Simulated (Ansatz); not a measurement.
I need a composite energy at a relaxed geometry of CH (charge -1). Use Ansatz's Python interface. Use (for the species named): PBE0, def2-SVP basis, multiplicity 3, D4 dispersion.

```yaml
atoms:
  - { symbol: H, position_ang: [0.0000, 0.0000, 0.0000] }
  - { symbol: C, position_ang: [0.0000, 0.0000, 1.1300] }
```

The script, `composite.py`:
```python
import ansatz as az
import numpy as np

GEOMETRY = """
H     0.00000    0.00000    0.00000
C     0.00000    0.00000    1.13000
"""

system = az.Crystal.molecule()
for line in GEOMETRY.strip().splitlines():
    symbol, *xyz = line.split()
    system = system.atom(symbol, [float(v) for v in xyz])

setup = (
    system.calculation()
    .basis(gaussian="def2-SVP")
    .functional("pbe0", dispersion="d4")
    .charge(-1)
    .spin("collinear", total=2)
    .accuracy("medium")
)
symbols = [site.symbol for site in system.cartesian_sites]
start = np.array([site.position_ang for site in system.cartesian_sites], dtype=float)
rep = setup.relax(force_tolerance=0.01).run(threads=1, backend="cpu").report
end = np.array(rep["positions_ang"])
print("final positions (A) and the move of each atom")
for symbol, xyz, old in zip(symbols, end, start):
    print(f"{symbol:2s} {xyz[0]:10.5f} {xyz[1]:10.5f} {xyz[2]:10.5f}   {np.linalg.norm(xyz - old):7.4f}")

minimum = az.Crystal.molecule()
for symbol, place in zip(symbols, end):
    minimum = minimum.atom(symbol, place.tolist())
at_minimum = minimum.calculation().charge(-1).spin("collinear", total=2)
level = lambda method, basis: at_minimum.basis(gaussian=basis).correlation(method).run(threads=1, backend="cpu").report
small, large, cluster = level("mp2", "cc-pVDZ"), level("mp2", "cc-pVTZ"), level("ccsd_t", "cc-pVDZ")
corr = lambda each: (each["free_energy_ev"] - each["reference_energy_ev"]) / 27.211386246
mp2_limit = (27 * corr(large) - 8 * corr(small)) / 19
pieces = {"HF / cc-pVTZ": large["reference_energy_ev"] / 27.211386246, "MP2 correlation, DZ-TZ limit": mp2_limit, "CCSD(T) - MP2 / cc-pVDZ": corr(cluster) - corr(small)}
for name, value in pieces.items():
    print(f"{name:32s} {value:14.6f} Ha")
print(f"{'sum':32s} {sum(pieces.values()):14.6f} Ha")
print("T1 diagnostic", round(cluster["correlation"]["coupled_cluster"]["t1_diagnostic"], 4))
```

Running `python composite.py` prints:
```text
final positions (A) and the move of each atom
H     0.00000   -0.00000   -0.01889    0.0189
C    -0.00000    0.00000    1.14889    0.0189
HF / cc-pVTZ                         -38.284660 Ha
MP2 correlation, DZ-TZ limit          -0.136957 Ha
CCSD(T) - MP2 / cc-pVDZ               -0.022122 Ha
sum                                  -38.443738 Ha
T1 diagnostic 0.0107
```

Notes:
- These settings explore the input space; basis and method may be short of convergence.
- The sum leaves out core correlation, relativity, the Hartree-Fock basis error and zero-point energy; a DZ-TZ extrapolation is rough.
- The species is open-shell (spin multiplicity 3).
- Inner cores stay frozen, so this is valence correlation.
- The spin state was assumed, and another may lie lower.
- Anions want diffuse functions, which this basis lacks.
- The whole script took 2.1 s on 1 thread of Arm Neoverse V1 (shared host), peak memory 0.15 GiB.

(Lines on the test bed's own set-up are left out of the output.)
